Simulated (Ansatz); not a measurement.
**CH4BS radical: geometry optimisation**

Aim: relax CH4BS radical at this level.

The runs use Ansatz 0.2.0; UHF-MP2, frozen core/def2-TZVP.

### 1 Starting geometry

SMILES `[CH2]BS`, 7 atoms, charge 0, spin multiplicity 2.

Atoms are counted from 1 here; the program's logs count them from 0.

Bond lengths: C1–B2 1.523 Å, C1–H4 1.105 Å, C1–H5 1.104 Å, B2–S3 1.804 Å, B2–H6 1.216 Å, S3–H7 1.367 Å. Angles: B2–C1–H4 123.6°, B2–C1–H5 122.4°, H4–C1–H5 114.1°, C1–B2–S3 123.1°, C1–B2–H6 123.4°, S3–B2–H6 113.5°, B2–S3–H7 98.9°.

Coordinates:

```xyz
7
charge 0, multiplicity 2
C    -0.70870    0.43161   -0.59147
B     0.13170    0.25171    0.66557
S     1.38665   -1.03239    0.83603
H    -0.61272   -0.20841   -1.48742
H    -1.47318    1.22247   -0.68278
H     0.02291    0.95777    1.64945
H     1.25333   -1.62278   -0.38939
```

### 2 Relaxation

The input, input.yaml:

```yaml
crystal:
  periodic: [false, false, false]
  atoms:
    - { symbol: C, position_ang: [-0.708698, 0.431611, -0.59147] }
    - { symbol: B, position_ang: [0.131702, 0.251714, 0.665566] }
    - { symbol: S, position_ang: [1.38665, -1.03239, 0.836033] }
    - { symbol: H, position_ang: [-0.612725, -0.208405, -1.487417] }
    - { symbol: H, position_ang: [-1.473179, 1.222472, -0.682775] }
    - { symbol: H, position_ang: [0.022912, 0.957767, 1.649454] }
    - { symbol: H, position_ang: [1.253327, -1.622778, -0.389391] }
magnetization:
  spin_polarized: true
  initial_magnetization: 1
basis:
  gaussian: { orbitals: def2-TZVP }
hamiltonian:
  xc: hf
output:
  forces: true
correlation:
  method: mp2
scf:
  omitted_lower_state_checks: [cluster_reference]
relax:
  f_tol: 0.003
  max_steps: 120
```

The run is started by

```
$ ansatz run input.yaml --threads 1 --pin off --max-ram 2560MiB --backend cpu --events-out ev --progress --plain --runs-dir out
```

Before running it: what results should come out? Wanted: energy gained; root mean square move; dipole moment.

**Answer**, as computed:

| quantity | value |
| --- | --- |
| energy gained | 0.0354 eV |
| root mean square move | 0.022 Å |
| dipole moment | 1.65 D |

**Reading.** Bond lengths: C1–B2 1.526 Å, C1–H4 1.084 Å, C1–H5 1.083 Å, B2–S3 1.788 Å, B2–H6 1.191 Å, S3–H7 1.340 Å. Angles: B2–C1–H4 123.3°, B2–C1–H5 122.1°, H4–C1–H5 114.6°, C1–B2–S3 123.1°, C1–B2–H6 122.4°, S3–B2–H6 114.5°, B2–S3–H7 98.3°. No frequencies were computed here.
